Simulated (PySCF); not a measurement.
trifluoromethane (CHF3), SMILES FC(F)F. Coordinates come from a PBE-D3(BJ)/def2-TZVP optimisation.

Level of theory: PBE-D3(BJ)/def2-TZVP in PySCF.

Harmonic wavenumbers (cm⁻¹): 482, 482, 669, 1092, 1092, 1094, 1328, 1328, 3031. Rotational constants (GHz): 10.09, 10.09, 5.533; symmetry number 3.

**Question.** Work out the zero-point energy and the ideal-gas rigid-rotor harmonic-oscillator thermochemistry at 298.15 K and 1 atm.

**Answer.** ZPE = ½ Σ hcν = ½ × 10597 cm⁻¹ = 63.38 kJ/mol. H − E(el) = 75.13 kJ/mol. Entropy in J/(mol K): translation 161.73, rotation 90.70, vibration 8.35, total 260.78. G − E(el) = -2.62 kJ/mol. Cp = 52.50 J/(mol K).
